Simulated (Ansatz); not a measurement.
Saddle point of SiNH$_{4}$Cl, singlet (SiHCl ([SiH][Cl]) + NH₃ → SiNH₄Cl ([NH2][SiH2][Cl]); bonds formed: Si1–H3; dative contacts that become bonds: Si1–N4; bonds broken: H3–N4), PBE0-D4/def2-TZVP structure:

| atom | x (Å) | y (Å) | z (Å) |
| --- | --- | --- | --- |
| Si1 | -0.3986 | -0.5370 | -0.7405 |
| Cl2 | 1.0820 | -1.9762 | -1.0394 |
| H3 | -0.5758 | 1.0775 | -0.5818 |
| N4 | 0.1948 | 0.7214 | 0.4854 |
| H5 | -1.3919 | -1.2200 | 0.1411 |
| H6 | 1.0360 | 1.2287 | 0.2424 |
| H7 | 0.0532 | 0.7055 | 1.4928 |

Energies are electronic, without zero-point energy. Barriers and step energies count from the start structure reached by relaxing down the imaginary mode; all methods use the PBE0-D4 structures, on which another method's saddle can fall below an end. Computed with Ansatz 0.2.0 (basis: def2-TZVPP, with def2-QZVPP for the basis limit); correlated methods freeze the cores. B3LYP uses VWN-RPA correlation. Extrapolation: Hartree–Fock as exp(−7.88 √X), correlation as X^−2.97.

```tsv
method	barrier (eV)	step energy (eV)
SPW92	1.295	-1.344
PBE-D4	1.435	-1.332
BLYP-D4	1.540	-1.357
r2SCAN-D4	1.482	-1.563
B97M-V	1.636	-1.453
PBE0-D4	?	-1.448
B3LYP-D4	1.682	-1.461
r2SCAN0-D4	1.655	-1.594
BHLYP-D4	1.918	-1.589
CAM-B3LYP-D4	?	-1.556
wB97X-V	1.757	-1.578
wB97M-V	1.788	-1.441
B2PLYP	1.693	-1.546
PBE-QIDH	?	-1.588
RPA on PBE	1.738	-1.432
HF	2.318	-1.735
MP2	1.691	-1.627
CCSD	1.882	-1.533
CCSD(T)	1.768	-1.505
```

Q: Fill in the withheld barriers. (Judge from chemistry; the value comes from the calculation.)

A: By the calculation: CAM-B3LYP-D4 1.739; PBE0-D4 1.631; PBE-QIDH 1.736 eV. Each is the energy of the saddle less that of the start structure, by the same method.

For comparison, the barrier by CCSD(T) at an estimated basis limit (MP2 extrapolated from triple and quadruple zeta, plus CCSD(T) − MP2 in triple zeta) is 1.735 eV.

No T1 diagnostic of these runs exceeds 0.013. The restricted Hartree–Fock reference is unstable towards an unrestricted one at one or more of these structures.

Losses and insertions of silylenes and their heavier kin drive the gas-phase chemistry of silicon and germanium vapour deposition.

Labels in which every atom is bracketed show which atoms are joined, not bond orders.

For scale, one of the runs: CCSD(T)/def2-TZVPP, 171 basis functions (an equivalent command: `ansatz run in.yaml --threads 2`). The run took 23 s on 2 CPU threads (shared host), with 1.4 GiB of host memory at its peak.
